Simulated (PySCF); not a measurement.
Compound: 2-chloroethyl ethyl ether, C4H9ClO.
Atom-mapped SMILES: `[CH3:1][CH2:2][O:3][CH2:4][CH2:5][Cl:6]` (hydrogens: H7, H8, H9 on C1; H10, H11 on C2; H12, H13 on C4; H14, H15 on C5)

Method: core-valence-separated Tamm–Dancoff BHandHLYP/aug-pcX-1 (pcseg-1 on H, def2-SVPD on Cl) in PySCF, non-relativistic, gas phase, PBE0-D3(BJ)/def2-SVP geometry.

Computed carbon K-edge spectrum, Gaussian lines of 0.6 eV full width, highest printed point 100; it ends one width below the last computed root. Absolute energies from this functional tend to lie a few eV below measured edges; no shift was applied.

```
photon energy (eV)  absorption
             284.2           1
             284.3           2
             284.4           5
             284.5          11
             284.6          20
             284.7          32
             284.8          43
             284.9          50
             285.0          51
             285.1          45
             285.2          35
             285.3          26
             285.4          18
             285.5          13
             285.6          12
             285.7          15
             285.8          20
             285.9          28
             286.0          35
             286.1          38
             286.2          37
             286.3          34
             286.4          30
             286.5          31
             286.6          36
             286.7          43
             286.8          51
             286.9          56
             287.0          59
             287.1          62
             287.2          67
             287.3          76
             287.4          88
             287.5         100
```

**Question.** Assign the maxima to core holes.

**Answer.** 2 maxima:
- 285.0 eV: C5 (sp3 C–Cl carbon), 284.94 eV, f = 0.068, 96 % of the height at the exact maximum
- 286.1 eV: C1 (methyl carbon), 286.16 eV, f = 0.026, 50 % of the height at the exact maximum; C1 (methyl carbon), 286.06 eV, f = 0.026, 47 % of the height at the exact maximum

Further lines of some strength in the range: C1, 285.37 eV, f = 0.010; C1, 286.71 eV, f = 0.008; C2, 286.81 eV, f = 0.033; C4, 287.00 eV, f = 0.032; C5, 287.27 eV, f = 0.016.

Roots within 0.03 eV on the same or equivalent atoms count as one line; shares under 12 % aren't listed.

Vibrational structure and lifetime widths aren't in the curve. The ionisation threshold wasn't computed; near and above it a finite basis only mimics Rydberg series and continuum.

Shape of the structure used: `[CH3:1][CH2:2][O:3][CH2:4][CH2:5][Cl:6]`: C1–C2–O3–C4 73°, C2–O3–C4–C5 170°, O3–C4–C5–Cl6 178°.

One conformer stands for the species.
